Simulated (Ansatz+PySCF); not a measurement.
The numbers below are computed, except where a source is named.
A run of Ansatz (development build ahead of 0.2.0) on singlet H2O at this shape:

```xyz
3

O     0.0000    0.0000   -0.1197
H     0.0000    1.0936    0.7479
H     0.0000   -0.7542    0.4787
```

Its results:

```yaml
Converged: yes
Total_energy: -76.23225 hartree
Spin_squared_of_the_determinant: 0.000
Stability_test: minimum among restricted orbitals
```

Forces (eV/Å):
| atom | Fx | Fy | Fz |
| --- | --- | --- | --- |
| O1 | 0.000 | 5.282 | 2.588 |
| H2 | 0.000 | -4.687 | -3.450 |
| H3 | 0.000 | -0.595 | 0.862 |

Question: Which input gives this output? Name the method, the orbitals and the basis set, and write the input.

Answer: PBE0 (restricted) in 6-31G. An unrestricted run that stays on the closed shell gives the same numbers.

```yaml
crystal:
  periodic: [false, false, false]
  atoms:
    - { symbol: O, position_ang: [0.0, 0.0, -0.11966] }
    - { symbol: H, position_ang: [0.0, 1.09355, 0.74789] }
    - { symbol: H, position_ang: [0.0, -0.75417, 0.47865] }
basis:
  gaussian: { orbitals: "6-31G" }
hamiltonian:
  xc: pbe0
output:
  forces: true
```
